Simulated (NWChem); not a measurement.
ethylene (C$_{2}$H$_{4}$); SMILES C=C

Program: NWChem. Pople sets run with spherical d functions. Each level has its own optimisation; frequencies are unscaled.

```tsv
level	r C–C (Å)	r C–H (Å)	highest harmonic frequency (cm⁻¹)	lowest (cm⁻¹)	zero-point energy (kcal/mol)
Hartree-Fock/6-31G*	1.317	1.076	3420	897	34.3
LDA (Slater exchange, VWN5)/def2-SVP	1.332	1.105	3170	784	30.9
B3LYP/def2-TZVP	1.325	1.083	3227	837	32.0
PBE0/def2-SVP	1.330	1.094	3267	819	32.0
```
